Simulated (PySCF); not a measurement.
# Deuteron quadrupole couplings in C3H6

Species: C3H6.
Cartesian coordinates in Å at the PBE0-D3(BJ)/def2-TZVP level; atoms count from 1:
```xyz
9
C3H6 angstrom
C      1.297    0.416   -0.235
C      0.315   -0.118    0.477
C     -1.098   -0.248    0.024
H      1.119    0.807   -1.233
H      2.308    0.483    0.149
H      0.538   -0.499    1.472
H     -1.778    0.274    0.705
H     -1.235    0.161   -0.978
H     -1.412   -1.296    0.013
```

The species is `C=CC` (C3H6).

Level: PBE0/pcSseg-2 (PySCF, non-relativistic); Q(2H) = 0.00286 b; rigid geometry, the same for H and D, with no vibrational averaging.

Question: Rank these positions by the coupling χzz of a deuteron there, largest first.
A. H6 (vinylic hydrogen)
B. H5 (vinylic hydrogen)
C. H9 (methyl hydrogen)

Answer: B (201 kHz), A (195 kHz), C (190 kHz).

Question: Tabulate Vzz, the asymmetry η and χzz = 234.96 MHz × Q × Vzz for every hydrogen position.

Answer: 
```
atom  bonded to  bond length (Å)  Vzz (au)     η  χzz (kHz)
  H4         C1            1.086    0.2965  0.06        199
  H5         C1            1.084    0.2998  0.06        201
  H6         C2            1.088    0.2896  0.05        195
  H7         C3            1.094    0.2831  0.02        190
  H8         C3            1.092    0.2858  0.03        192
  H9         C3            1.095    0.2829  0.02        190
```

Question: How does χzz go with the bond length over the 6 C–H bonds?

Answer: A straight-line fit has a slope of -10.5 kHz for each 0.01 Å, with a correlation coefficient of -0.98, over lengths from 1.084 to 1.095 Å. The longer bonds have the smaller couplings here.

Isolated species at its PBE0-D3(BJ)/def2-TZVP geometry, gas phase.
